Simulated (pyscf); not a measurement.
Optimised with ωB97X-D3(BJ)/def2-SVP in PySCF. Correlated levels are frozen-core, on RHF or UHF. ΔMP2 is the change of the MP2 total energy from the triple- to the quadruple-zeta basis.

**Question.** methanol (H₃C–OH) + O atom (O) [triplet] → methoxy (H₃C–O•) + hydroxyl (OH•)
Surface: triplet. Broken: C–O. Formed: C–O. Give ΔE‡ and ΔE from CCSD(T)/def2-TZVPP + ΔMP2(QZVPP), relative to the separated reactants.

**Answer.** ΔE‡ = 45.6 kcal/mol, ΔE = +6.9 kcal/mol. Zero-point energy shifts the barrier by -1.9 kcal/mol. It is a substitution at C, with an imaginary mode of 1332i cm⁻¹. On the product side the descent ends in a complex (not fully relaxed), 5.4 kcal/mol under the separated species and 46.1 kcal/mol under the saddle at ωB97X-D3(BJ)/def2-TZVP. At ωB97X-D3(BJ) the barrier from the zero used here is 42.9 kcal/mol. H₃C–O• + OH• also meet on a surface of lower spin, which isn't treated here. H₃C–O• lies 7.0 kcal/mol over its isomer •H₂C–OH (electronic energy, ωB97M-D3(BJ)). This is the saddle that the search found; another between the same sides may lie lower. The angle at the attacked C is 164°. The CCSD(T) − MP2 part came from Ansatz, without density fitting, on the same reference. A UHF reference is spin-contaminated (<S²> up to 2.20), which harms MP2 most. Left out: the spin-orbit lowering of OH, O.
